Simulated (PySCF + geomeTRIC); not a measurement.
Species: HS, SMILES `[SH]` (charge 0, multiplicity 2).

Question: Give a relaxed geometry from TPSS-D3(BJ)/def2-SVP in PySCF + geomeTRIC.

Answer: the end point of this relaxation (outside a Z-matrix the atoms follow the SMILES, hydrogens last).
Z-matrix (Å, degrees):
```
S
H 1 1.3607
```
